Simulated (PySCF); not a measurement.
Relaxation of singlet SO₂

These are results of PBE0 in PySCF with S def2-TZVP, O def2-TZVP; no relativity; density-fitted integrals, not measurements. A (50,194) grid was used.

A start displaced from a saddle point along its imaginary mode, of C2v symmetry, held to at least that symmetry:

Coordinates in bohr (charge 0 multiplicity 1):
```
S     0.0131   -0.2264    0.0000
O    -0.0131    0.2263    2.7342
O    -0.0131    0.2263   -2.7342
```

Optimiser trace:
| step | E − E(last) (kJ/mol) | largest gradient (Eh/bohr) |
| --- | --- | --- |
| 0 | 202.37 | 0.09340 |
| 1 | 56.69 | 0.06011 |
| 2 | 13.21 | 0.06664 |
| 3 | 4.13 | 0.03774 |
| 4 | 0.25 | 0.00646 |
| 5 | 0.00 | 0.00102 |
| 6 | 0.00 | 0.00005 |

It ends at C2v with S–O 1.431 Å (×2); O–S–O 118.9°. A frequency run shows a minimum.

Final geometry:
Coordinates in bohr (charge 0 multiplicity 1):
```
S     0.0396   -0.6866    0.0000
O    -0.0396    0.6863    2.3291
O    -0.0396    0.6863   -2.3291
```
